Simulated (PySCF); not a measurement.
# Deuteron quadrupole couplings in `C=P[C@H](C)CC`

Compound: C5H11P.
Structure used (GFN2-xTB), in Å, numbered top down from 1:
```xyz
17
C5H11P angstrom
C      2.555   -0.775    0.620
P      1.165   -0.436    1.465
C      0.105    0.342    0.112
C      0.379    1.844    0.069
C     -1.376    0.059    0.371
C     -1.698   -1.425    0.260
H      3.396   -1.216    1.128
H      2.686   -0.581   -0.433
H      0.390   -0.103   -0.849
H      0.119    2.307    1.021
H     -0.214    2.316   -0.714
H      1.431    2.040   -0.130
H     -1.978    0.617   -0.352
H     -1.640    0.417    1.369
H     -2.748   -1.607    0.476
H     -1.483   -1.789   -0.743
H     -1.096   -1.996    0.968
```

Level: PBE0/pcSseg-1 (PySCF, non-relativistic); Q(2H) = 0.00286 b; rigid geometry, the same for H and D, with no vibrational averaging.

Question: Rank these positions by the coupling χzz of a deuteron there, largest first.
A. H9 (methine hydrogen)
B. H7 (hydrogen on carbon)
C. H10 (methyl hydrogen)

Answer: B (230 kHz), C (209 kHz), A (199 kHz).

Question: Tabulate Vzz, the asymmetry η and χzz = 234.96 MHz × Q × Vzz for every hydrogen position.

Answer: 
```
atom  bonded to  bond length (Å)  Vzz (au)     η  χzz (kHz)
  H7         C1            1.077    0.3416  0.04        230
  H8         C1            1.078    0.3397  0.04        228
  H9         C3            1.096    0.2968  0.02        199
 H10         C4            1.089    0.3108  0.03        209
 H11         C4            1.089    0.3129  0.02        210
 H12         C4            1.089    0.3111  0.02        209
 H13         C5            1.094    0.3014  0.03        203
 H14         C5            1.093    0.3012  0.02        202
 H15         C6            1.088    0.3165  0.02        213
 H16         C6            1.088    0.3139  0.02        211
 H17         C6            1.090    0.3072  0.03        206
```

Question: How does χzz go with the bond length over the 11 C–H bonds?

Answer: A straight-line fit has a slope of -16.3 kHz for each 0.01 Å, with a correlation coefficient of -1.00, over lengths from 1.077 to 1.096 Å. The longer bonds have the smaller couplings here.

One conformer (not necessarily the lowest) at the GFN2-xTB geometry, without solvent, vibrations or thermal averaging. GFN2-xTB bond lengths can be off by several hundredths of an ångström, more for odd bonds, and the gradients follow them. The basis is small and wasn't made for field gradients, so the couplings can be 20 % off.
